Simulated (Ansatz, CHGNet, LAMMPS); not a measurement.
# Lattice parameter a of fcc Au: levels of theory against measurement

Reference value: 4.062 Å (measured, static lattice: zero-point anharmonic expansion removed; as tabulated in Mejia-Rodriguez and Trickey (2018), arXiv:1807.09216).

```json
[
 {"level (code)": "Lennard-Jones uff-vdw (LAMMPS)", "value (Å)": "4.526"},
 {"level (code)": "CHGNet-r²SCAN (CHGNet)", "value (Å)": "4.136"},
 {"level (code)": "LDA (Ansatz)", "value (Å)": "?"},
 {"level (code)": "PBE (Ansatz)", "value (Å)": "?"},
 {"level (code)": "PBE-D3(BJ) (Ansatz)", "value (Å)": "4.102"},
 {"level (code)": "r²SCAN+rVV10 (Ansatz)", "value (Å)": "4.100"},
 {"level (code)": "HSE06 (Ansatz)", "value (Å)": "4.126"}
]
```

### Question
Fill in the missing entries.

### Answer

- LDA (Ansatz, a first-principles code), value (Å): 4.047
- PBE (Ansatz), value (Å): 4.158

Errors against the reference: Lennard-Jones uff-vdw +11.4 %, CHGNet-r²SCAN +1.82 %, LDA -0.37 %, PBE +2.36 %, PBE-D3(BJ) +0.98 %, r²SCAN+rVV10 +0.94 %, HSE06 +1.58 %.

Leaving aside Lennard-Jones uff-vdw, which can be fitted to such values or carry a doubt: Of these levels LDA (-0.37 %) comes nearest. PBE (+2.36 %) misses by most. Of these only LDA lands within 0.5 %.

Density-functional levels without +SOC have no spin–orbit coupling. Lennard-Jones uff-vdw: the cell moved over 20 % in volume from its start. Lennard-Jones uff-vdw: this is a force field's van der Waals term alone, without bonds or charges. Cutoffs and k meshes differ between the levels. Ansatz's density-functional and Hartree–Fock values are scalar-relativistic unless marked +SOC, with PAW data made under PBE.

Machine-learned potentials (CHGNet-r²SCAN) are trained on DFT data, which may include these solids.

Differences are worked out from the printed values.
